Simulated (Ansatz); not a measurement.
# CH4MgS: the cost of one run

All numbers below are computed with Ansatz 0.2.0 (RKS PBE0-D4/def2-SVP).

## Step 1: Starting point

Bond lengths: C1–S2 1.771 Å, S2–Mg3 2.418 Å, C1–H4 1.082 Å, C1–H5 1.101 Å, C1–H6 1.182 Å, Mg3–H7 1.810 Å. Angles: C1–S2–Mg3 89.8°, S2–C1–H4 112.7°, S2–C1–H5 113.6°, S2–C1–H6 109.3°, H4–C1–H5 106.4°, H4–C1–H6 108.8°, H5–C1–H6 105.6°, S2–Mg3–H7 177.8°.

As a file:

```xyz
7

C    -0.7898    0.7424   -0.0605
S    -0.4797   -0.1955    1.4091
Mg    1.3053   -1.3693    0.2756
H    -1.0351    0.1192   -0.9105
H     0.0599    1.3710   -0.3703
H    -1.6845    1.4899    0.1344
H     2.6852   -2.2257   -0.5235
```

## Step 2: Relaxing end A

File input.yaml:

```yaml
crystal:
  periodic: [false, false, false]
  atoms:
    - { symbol: C, position_ang: [-0.7898, 0.7424, -0.0605] }
    - { symbol: S, position_ang: [-0.4797, -0.1955, 1.4091] }
    - { symbol: Mg, position_ang: [1.3053, -1.3693, 0.2756] }
    - { symbol: H, position_ang: [-1.0351, 0.1192, -0.9105] }
    - { symbol: H, position_ang: [0.0599, 1.371, -0.3703] }
    - { symbol: H, position_ang: [-1.6845, 1.4899, 0.1344] }
    - { symbol: H, position_ang: [2.6852, -2.2257, -0.5235] }
basis:
  gaussian: { orbitals: def2-SVP }
hamiltonian:
  xc: pbe0
  dispersion: d4
relax:
  f_tol: 0.02
  max_steps: 50
```

Command:

```
$ ansatz run input.yaml --threads 1 --pin off --max-ram 2048MiB --backend cpu --events-out ev --progress --plain --runs-dir out
```

What time and memory should one allow on 1 thread of Arm Neoverse V2, shared host?

About 16 s, with a peak of 0.14 GiB.
